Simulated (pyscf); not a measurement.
Structures and frequencies: ωB97X-D3(BJ)/def2-SVP in PySCF.

Question: Estimate the classical barrier height and the reaction energy of `[CH3][Ga]([CH3])[Cl]` + `[ClH]` -> `[CH4]` + `[CH3][Ga]([Cl])[Cl]` at ωB97M-D3(BJ)/def2-TZVP. The step runs on the singlet surface, breaks C–Ga, Cl–H and forms C–H, Cl–Ga; take the separated reactants as zero.

Answer: ΔE‡ = 45.4 kJ/mol, ΔE = -134.9 kJ/mol. Zero-point energy shifts the barrier by +0.4 kJ/mol. It is a four-centre exchange, with an imaginary mode of 1080i cm⁻¹. On the reactant side the descent ends in a bound adduct, 36.1 kJ/mol under the separated species and 70.6 kJ/mol under the saddle at ωB97X-D3(BJ)/def2-TZVP. At ωB97X-D3(BJ)/def2-TZVP the barrier from the zero used here is 34.5 kJ/mol. This is the saddle that the search found; another between the same sides may lie lower. Elements up to Kr have no core potential and no relativistic terms here.
